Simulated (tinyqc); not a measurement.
Inside a calculation (part 1 of 3). Method: UKS/PBE in the sto-3g basis, for H2O+, spin multiplicity 2. Computed by tinyqc, a small Python program that keeps every step (integrals from PySCF). Settings: charge = 1, multiplicity = 2, basis = sto-3g, energy threshold = 1e-08, iteration cap = 66, orthogonalisation = canonical, start = core, DIIS depth = 4, DIIS from iteration = 3, damping = 0.3, method = UKS, functional = pbe,pbe, grid = [20, 86]. Command: `OMP_NUM_THREADS=1 python tinyqc.py 26952 26953 out.jsonl` (the two numbers bound the seeds that draw the settings). One thread of a shared host (Intel(R) Xeon(R) Processor @ 2.60GHz), about 4 s of CPU time with the checks. Later iterations appear only in the table of the cycle.

## One-electron integrals

Geometry (angstrom):
```
atom         x          y         z
O     0.000000   0.000000  0.000000
H     0.000000   0.974000  0.832000
H     0.000000  -0.968000  0.827000
```

Basis sto-3g: exponents (1/bohr^2) and contraction coefficients of normalised primitives:
```
element  l (shell)    exponent  coefficient
O            s (1)  130.709320     0.154329
O            s (1)   23.808861     0.535328
O            s (1)    6.443608     0.444635
O            s (2)    5.033151    -0.099967
O            s (2)    1.169596     0.399513
O            s (2)    0.380389     0.700115
O            p (3)    5.033151     0.155916
O            p (3)    1.169596     0.607684
O            p (3)    0.380389     0.391957
H            s (1)    3.425251     0.154329
H            s (1)    0.623914     0.535328
H            s (1)    0.168855     0.444635
```

Overlap, kinetic and nuclear-attraction integrals over the contracted functions; the nuclear repulsion is the sum of Za Zb / Rab.

nuclear repulsion = 6.90243625 hartree

overlap S, order 1O 1s, 1O 2s, 1O 2px, 1O 2py, 1O 2pz, 2H 1s, 3H 1s:
$$\begin{pmatrix}
1.000000 & 0.236704 & 0.000000 & 0.000000 & 0.000000 & 0.025125 & 0.025581 \\
0.236704 & 1.000000 & 0.000000 & 0.000000 & 0.000000 & 0.290000 & 0.293755 \\
0.000000 & 0.000000 & 1.000000 & 0.000000 & 0.000000 & 0.000000 & 0.000000 \\
0.000000 & 0.000000 & 0.000000 & 1.000000 & 0.000000 & 0.206753 & -0.208931 \\
0.000000 & 0.000000 & 0.000000 & 0.000000 & 1.000000 & 0.176610 & 0.178498 \\
0.025125 & 0.290000 & 0.000000 & 0.206753 & 0.176610 & 1.000000 & 0.131023 \\
0.025581 & 0.293755 & 0.000000 & -0.208931 & 0.178498 & 0.131023 & 1.000000
\end{pmatrix}$$

kinetic energy T (hartree), order 1O 1s, 1O 2s, 1O 2px, 1O 2py, 1O 2pz, 2H 1s, 3H 1s:
$$\begin{pmatrix}
29.003200 & -0.168011 & 0.000000 & 0.000000 & 0.000000 & -0.007986 & -0.008093 \\
-0.168011 & 0.808128 & 0.000000 & 0.000000 & 0.000000 & 0.022910 & 0.024461 \\
0.000000 & 0.000000 & 2.528731 & 0.000000 & 0.000000 & 0.000000 & 0.000000 \\
0.000000 & 0.000000 & 0.000000 & 2.528731 & 0.000000 & 0.074871 & -0.077183 \\
0.000000 & 0.000000 & 0.000000 & 0.000000 & 2.528731 & 0.063955 & 0.065940 \\
-0.007986 & 0.022910 & 0.000000 & 0.074871 & 0.063955 & 0.760032 & -0.009303 \\
-0.008093 & 0.024461 & 0.000000 & -0.077183 & 0.065940 & -0.009303 & 0.760032
\end{pmatrix}$$

nuclear attraction V (hartree), order 1O 1s, 1O 2s, 1O 2px, 1O 2py, 1O 2pz, 2H 1s, 3H 1s:
$$\begin{pmatrix}
-61.447198 & -7.379246 & 0.000000 & 0.000081 & -0.011329 & -0.800378 & -0.814919 \\
-7.379246 & -9.879470 & 0.000000 & 0.000961 & -0.141442 & -2.103351 & -2.134862 \\
0.000000 & 0.000000 & -9.765999 & 0.000000 & 0.000000 & 0.000000 & 0.000000 \\
0.000081 & 0.000961 & 0.000000 & -9.836385 & 0.000501 & -1.300672 & 1.318234 \\
-0.011329 & -0.141442 & 0.000000 & 0.000501 & -9.817366 & -1.142510 & -1.157836 \\
-0.800378 & -2.103351 & 0.000000 & -1.300672 & -1.142510 & -4.770511 & -0.688233 \\
-0.814919 & -2.134862 & 0.000000 & 1.318234 & -1.157836 & -0.688233 & -4.789505
\end{pmatrix}$$

core Hamiltonian H = T + V (hartree), order 1O 1s, 1O 2s, 1O 2px, 1O 2py, 1O 2pz, 2H 1s, 3H 1s:
$$\begin{pmatrix}
-32.443998 & -7.547257 & 0.000000 & 0.000081 & -0.011329 & -0.808364 & -0.823012 \\
-7.547257 & -9.071342 & 0.000000 & 0.000961 & -0.141442 & -2.080441 & -2.110401 \\
0.000000 & 0.000000 & -7.237268 & 0.000000 & 0.000000 & 0.000000 & 0.000000 \\
0.000081 & 0.000961 & 0.000000 & -7.307654 & 0.000501 & -1.225801 & 1.241052 \\
-0.011329 & -0.141442 & 0.000000 & 0.000501 & -7.288635 & -1.078555 & -1.091895 \\
-0.808364 & -2.080441 & 0.000000 & -1.225801 & -1.078555 & -4.010479 & -0.697536 \\
-0.823012 & -2.110401 & 0.000000 & 1.241052 & -1.091895 & -0.697536 & -4.029473
\end{pmatrix}$$

## Two-electron integrals

Functions are numbered as in S; the eight-fold symmetry (ij|kl) = (ji|kl) = (kl|ij) leaves the list below.

Two-electron integrals (ij|kl) in chemists' order, unique and non-zero (hartree):
```
(11|11) 4.785065    (21|11) 0.741380    (21|21) 0.136873    (22|11) 1.118947
(22|21) 0.256633    (22|22) 0.817206    (31|31) 0.024477    (32|31) 0.037809
(32|32) 0.180518    (33|11) 1.115814    (33|21) 0.256684    (33|22) 0.817023
(33|33) 0.880159    (41|41) 0.024477    (42|41) 0.037809    (42|42) 0.180518
(43|43) 0.047444    (44|11) 1.115814    (44|21) 0.256684    (44|22) 0.817023
(44|33) 0.785270    (44|44) 0.880159    (51|51) 0.024477    (52|51) 0.037809
(52|52) 0.180518    (53|53) 0.047444    (54|54) 0.047444    (55|11) 1.115814
(55|21) 0.256684    (55|22) 0.817023    (55|33) 0.785270    (55|44) 0.785270
(55|55) 0.880159    (61|11) 0.079512    (61|21) 0.014574    (61|22) 0.027215
(61|33) 0.027164    (61|41) 0.000488    (61|42) 0.000927    (61|44) 0.027254
(61|51) 0.000417    (61|52) 0.000792    (61|54) 0.000077    (61|55) 0.027230
(61|61) 0.001570    (62|11) 0.223545    (62|21) 0.052047    (62|22) 0.187386
(62|33) 0.184025    (62|41) 0.002945    (62|42) 0.024029    (62|44) 0.189745
(62|51) 0.002516    (62|52) 0.020525    (62|54) 0.004886    (62|55) 0.188198
(62|61) 0.005660    (62|62) 0.056577    (63|31) 0.005063    (63|32) 0.030843
(63|43) 0.004786    (63|53) 0.004089    (63|63) 0.007461    (64|11) 0.132389
(64|21) 0.031188    (64|22) 0.119956    (64|33) 0.114742    (64|41) 0.006584
(64|42) 0.045103    (64|44) 0.127743    (64|51) 0.001299    (64|52) 0.012180
(64|54) 0.007017    (64|55) 0.117243    (64|61) 0.003515    (64|62) 0.044102
(64|64) 0.041478    (65|11) 0.113088    (65|21) 0.026641    (65|22) 0.102467
(65|33) 0.098014    (65|41) 0.001299    (65|42) 0.012180    (65|44) 0.100942
(65|51) 0.006173    (65|52) 0.041248    (65|54) 0.007288    (65|55) 0.108328
(65|61) 0.003003    (65|62) 0.037672    (65|64) 0.029058    (65|65) 0.032283
(66|11) 0.408785    (66|21) 0.096663    (66|22) 0.401287    (66|33) 0.386874
(66|41) 0.006133    (66|42) 0.071127    (66|44) 0.411621    (66|51) 0.005238
(66|52) 0.060757    (66|54) 0.021139    (66|55) 0.404931    (66|61) 0.010558
(66|62) 0.163596    (66|64) 0.145858    (66|65) 0.124593    (66|66) 0.774606
(71|11) 0.080956    (71|21) 0.014838    (71|22) 0.027708    (71|33) 0.027656
(71|41) -0.000498   (71|42) -0.000945   (71|44) 0.027749    (71|51) 0.000426
(71|52) 0.000808    (71|54) -0.000079   (71|55) 0.027724    (71|61) 0.001577
(71|62) 0.005599    (71|64) 0.003226    (71|65) 0.002975    (71|66) 0.010395
(71|71) 0.001628    (72|11) 0.226896    (72|21) 0.052824    (72|22) 0.190096
(72|33) 0.186687    (72|41) -0.002991   (72|42) -0.024364   (72|44) 0.192488
(72|51) 0.002555    (72|52) 0.020815    (72|54) -0.004955   (72|55) 0.190921
(72|61) 0.005581    (72|62) 0.045168    (72|64) 0.024667    (72|65) 0.029207
(72|66) 0.104240    (72|71) 0.005849    (72|72) 0.058135    (73|31) 0.005147
(73|32) 0.031323    (73|43) -0.004858   (73|53) 0.004150    (73|63) 0.005734
(73|73) 0.007679    (74|11) -0.134141   (74|21) -0.031600   (74|22) -0.121476
(74|33) -0.116189   (74|41) 0.006690    (74|42) 0.045766    (74|44) -0.129376
(74|51) -0.001318   (74|52) -0.012340   (74|54) 0.007116    (74|55) -0.118723
(74|61) -0.003210   (74|62) -0.024606   (74|64) -0.008105   (74|65) -0.015650
(74|66) -0.053277   (74|71) -0.003627   (74|72) -0.045232   (74|74) 0.042502
(75|11) 0.114602    (75|21) 0.026997    (75|22) 0.103782    (75|33) 0.099265
(75|41) -0.001318   (75|42) -0.012340   (75|44) 0.102231    (75|51) 0.006273
(75|52) 0.041865    (75|54) -0.007392   (75|55) 0.109730    (75|61) 0.002961
(75|62) 0.029173    (75|64) 0.015665    (75|65) 0.024327    (75|66) 0.073101
(75|71) 0.003099    (75|72) 0.038644    (75|74) -0.029750   (75|75) 0.033096
(76|11) 0.067587    (76|21) 0.015906    (76|22) 0.063047    (76|33) 0.061473
(76|41) 1.38e-06    (76|42) 0.000019    (76|44) 0.062569    (76|51) 0.001141
(76|52) 0.011502    (76|54) 4.43e-06    (76|55) 0.065028    (76|61) 0.001714
(76|62) 0.019507    (76|64) 0.013341    (76|65) 0.014647    (76|66) 0.062316
(76|71) 0.001745    (76|72) 0.019747    (76|74) -0.013462   (76|75) 0.014803
(76|76) 0.008937    (77|11) 0.411153    (77|21) 0.097220    (77|22) 0.403402
(77|33) 0.388842    (77|41) -0.006196   (77|42) -0.071717   (77|44) 0.413836
(77|51) 0.005293    (77|52) 0.061270    (77|54) -0.021354   (77|55) 0.407085
(77|61) 0.010268    (77|62) 0.103291    (77|64) 0.052885    (77|65) 0.072553
(77|66) 0.271349    (77|71) 0.010814    (77|72) 0.166291    (77|74) -0.147957
(77|75) 0.126405    (77|76) 0.062316    (77|77) 0.774606
```

## Orthogonalisation

S = U s U^T; canonical form X = U s^(-1/2), so that X^T S X = 1. Each column of U has its largest component positive (the first on a tie).

eigenvalues of S: [0.536988, 0.633392, 0.884587, 1.000000, 1.110371, 1.235622, 1.599039]

X, order 1O 1s, 1O 2s, 1O 2px, 1O 2py, 1O 2pz, 2H 1s, 3H 1s:
$$\begin{pmatrix}
-0.411297 & -0.011718 & 0.690694 & 0.000000 & 0.608601 & 0.002668 & 0.217708 \\
0.926180 & 0.019356 & -0.289017 & 0.000000 & 0.323540 & 0.002858 & 0.467177 \\
0.000000 & 0.000000 & 0.000000 & 1.000000 & 0.000000 & 0.000000 & 0.000000 \\
-0.018797 & 0.785730 & 0.001150 & 0.000000 & -0.000365 & 0.701905 & -0.003129 \\
0.435488 & 0.007921 & 0.685913 & 0.000000 & -0.597176 & 0.000777 & 0.231860 \\
-0.549760 & -0.704889 & -0.224423 & 0.000000 & -0.186684 & 0.400505 & 0.388656 \\
-0.585683 & 0.681165 & -0.221447 & 0.000000 & -0.184544 & -0.395243 & 0.393576
\end{pmatrix}$$

## Starting guess

The start is the orbitals of the core Hamiltonian; D(s) = C_occ C_occ^T for each spin.

D(alpha) at the start, order 1O 1s, 1O 2s, 1O 2px, 1O 2py, 1O 2pz, 2H 1s, 3H 1s:
$$\begin{pmatrix}
1.062762 & -0.270174 & 0.000000 & 0.000185 & -0.012328 & 0.024050 & 0.024431 \\
-0.270174 & 1.161838 & 0.000000 & -0.001098 & 0.068161 & -0.101274 & -0.102931 \\
0.000000 & 0.000000 & 1.000000 & 0.000000 & 0.000000 & 0.000000 & 0.000000 \\
0.000185 & -0.001098 & 0.000000 & 1.068495 & -0.000646 & -0.102624 & 0.103850 \\
-0.012328 & 0.068161 & 0.000000 & -0.000646 & 1.044062 & -0.077937 & -0.078995 \\
0.024050 & -0.101274 & 0.000000 & -0.102624 & -0.077937 & 0.023695 & 0.004049 \\
0.024431 & -0.102931 & 0.000000 & 0.103850 & -0.078995 & 0.004049 & 0.024304
\end{pmatrix}$$

D(beta) at the start, order 1O 1s, 1O 2s, 1O 2px, 1O 2py, 1O 2pz, 2H 1s, 3H 1s:
$$\begin{pmatrix}
1.062762 & -0.270174 & 0.000000 & 0.000185 & -0.012328 & 0.024050 & 0.024431 \\
-0.270174 & 1.161838 & 0.000000 & -0.001098 & 0.068161 & -0.101274 & -0.102931 \\
0.000000 & 0.000000 & 0.000000 & 0.000000 & 0.000000 & 0.000000 & 0.000000 \\
0.000185 & -0.001098 & 0.000000 & 1.068495 & -0.000646 & -0.102624 & 0.103850 \\
-0.012328 & 0.068161 & 0.000000 & -0.000646 & 1.044062 & -0.077937 & -0.078995 \\
0.024050 & -0.101274 & 0.000000 & -0.102624 & -0.077937 & 0.023695 & 0.004049 \\
0.024431 & -0.102931 & 0.000000 & 0.103850 & -0.078995 & 0.004049 & 0.024304
\end{pmatrix}$$

## Iteration 1: exchange-correlation on the grid

Becke grid with 20 radial and 86 angular points per atom, points of zero weight dropped. rho = sum D_ij phi_i phi_j; V_xc,ij = sum w v_xc phi_i phi_j plus the gradient terms; v_xc is d(rho eps)/d rho(s) for spin s at fixed gradient.

The 8 grid points with the largest w rho, of 5152 (bohr, atomic units):
```
x                  y          z         w  rho(alpha)  rho(beta)     eps_xc  v_xc(alpha)
0.000000   -0.969131  -0.391112  0.049313    0.257005   0.257005  -0.665764    -0.840882
0.000000    0.969131  -0.391112  0.049323    0.256928   0.256928  -0.665694    -0.840820
-0.197586  -0.725653  -0.725653  0.049808    0.253967   0.247382  -0.660686    -0.837480
0.197586   -0.725653  -0.725653  0.049808    0.253967   0.247382  -0.660686    -0.837480
-0.197586   0.725653  -0.725653  0.049808    0.253953   0.247367  -0.660671    -0.837473
0.197586    0.725653  -0.725653  0.049808    0.253953   0.247367  -0.660671    -0.837473
0.000000    0.000000   1.045076  0.047602    0.261175   0.261175  -0.669867    -0.843530
0.000000    0.391112  -0.969131  0.049550    0.250889   0.250889  -0.660631    -0.834850
```

electrons on the grid, sum of w rho = 9.000272

E_xc = sum of w rho eps_xc = -9.37204458 hartree

V_xc(alpha) (hartree), order 1O 1s, 1O 2s, 1O 2px, 1O 2py, 1O 2pz, 2H 1s, 3H 1s:
$$\begin{pmatrix}
-3.101364 & -0.431536 & 0.000000 & 0.000010 & -0.000714 & -0.046684 & -0.047533 \\
-0.431536 & -0.839757 & 0.000000 & 0.000003 & -0.000661 & -0.161531 & -0.164006 \\
0.000000 & 0.000000 & -0.833498 & 0.000000 & 0.000000 & 0.000000 & 0.000000 \\
0.000010 & 0.000003 & 0.000000 & -0.833888 & -0.000014 & -0.092404 & 0.093678 \\
-0.000714 & -0.000661 & 0.000000 & -0.000014 & -0.833792 & -0.078701 & -0.079807 \\
-0.046684 & -0.161531 & 0.000000 & -0.092404 & -0.078701 & -0.203761 & -0.040838 \\
-0.047533 & -0.164006 & 0.000000 & 0.093678 & -0.079807 & -0.040838 & -0.205571
\end{pmatrix}$$

V_xc(beta) (hartree), order 1O 1s, 1O 2s, 1O 2px, 1O 2py, 1O 2pz, 2H 1s, 3H 1s:
$$\begin{pmatrix}
-3.086294 & -0.419348 & 0.000000 & 0.000011 & -0.000792 & -0.045496 & -0.046323 \\
-0.419348 & -0.774817 & 0.000000 & 0.000006 & -0.000934 & -0.151575 & -0.153891 \\
0.000000 & 0.000000 & -0.693246 & 0.000000 & 0.000000 & 0.000000 & 0.000000 \\
0.000011 & 0.000006 & 0.000000 & -0.806160 & -0.000016 & -0.089478 & 0.090708 \\
-0.000792 & -0.000934 & 0.000000 & -0.000016 & -0.806054 & -0.076190 & -0.077260 \\
-0.045496 & -0.151575 & 0.000000 & -0.089478 & -0.076190 & -0.196632 & -0.038673 \\
-0.046323 & -0.153891 & 0.000000 & 0.090708 & -0.077260 & -0.038673 & -0.198411
\end{pmatrix}$$

## Iteration 1: building the Kohn-Sham matrix

J_ij = sum D_kl (ij|kl) with D = D(alpha) + D(beta); F = H + J + V_xc; E = tr D H + tr D J / 2 + E_xc + E_nn.

Coulomb J (hartree), order 1O 1s, 1O 2s, 1O 2px, 1O 2py, 1O 2pz, 2H 1s, 3H 1s:
$$\begin{pmatrix}
17.490389 & 3.292257 & 0.000000 & -0.000034 & 0.002648 & 0.351044 & 0.357416 \\
3.292257 & 7.995320 & 0.000000 & 0.000013 & 0.000454 & 1.765549 & 1.791260 \\
0.000000 & 0.000000 & 7.925649 & 0.000000 & 0.000000 & 0.000000 & 0.000000 \\
-0.000034 & 0.000013 & 0.000000 & 8.018590 & 0.000041 & 1.109950 & -1.124075 \\
0.002648 & 0.000454 & 0.000000 & 0.000041 & 8.018678 & 0.947260 & 0.959486 \\
0.351044 & 1.765549 & 0.000000 & 1.109950 & 0.947260 & 3.624678 & 0.577134 \\
0.357416 & 1.791260 & 0.000000 & -1.124075 & 0.959486 & 0.577134 & 3.643812
\end{pmatrix}$$

F(alpha) (hartree), order 1O 1s, 1O 2s, 1O 2px, 1O 2py, 1O 2pz, 2H 1s, 3H 1s:
$$\begin{pmatrix}
-18.054973 & -4.686536 & 0.000000 & 0.000057 & -0.009395 & -0.504004 & -0.513129 \\
-4.686536 & -1.915780 & 0.000000 & 0.000977 & -0.141649 & -0.476423 & -0.483148 \\
0.000000 & 0.000000 & -0.145117 & 0.000000 & 0.000000 & 0.000000 & 0.000000 \\
0.000057 & 0.000977 & 0.000000 & -0.122952 & 0.000528 & -0.208255 & 0.210655 \\
-0.009395 & -0.141649 & 0.000000 & 0.000528 & -0.103749 & -0.209995 & -0.212217 \\
-0.504004 & -0.476423 & 0.000000 & -0.208255 & -0.209995 & -0.589563 & -0.161241 \\
-0.513129 & -0.483148 & 0.000000 & 0.210655 & -0.212217 & -0.161241 & -0.591232
\end{pmatrix}$$

F(beta) (hartree), order 1O 1s, 1O 2s, 1O 2px, 1O 2py, 1O 2pz, 2H 1s, 3H 1s:
$$\begin{pmatrix}
-18.039903 & -4.674349 & 0.000000 & 0.000058 & -0.009473 & -0.502816 & -0.511920 \\
-4.674349 & -1.850839 & 0.000000 & 0.000980 & -0.141922 & -0.466466 & -0.473032 \\
0.000000 & 0.000000 & -0.004865 & 0.000000 & 0.000000 & 0.000000 & 0.000000 \\
0.000058 & 0.000980 & 0.000000 & -0.095224 & 0.000526 & -0.205329 & 0.207685 \\
-0.009473 & -0.141922 & 0.000000 & 0.000526 & -0.076011 & -0.207484 & -0.209670 \\
-0.502816 & -0.466466 & 0.000000 & -0.205329 & -0.207484 & -0.582434 & -0.159075 \\
-0.511920 & -0.473032 & 0.000000 & 0.207685 & -0.209670 & -0.159075 & -0.584072
\end{pmatrix}$$

total energy of this density = -73.88000247 hartree

This density is the starting one.
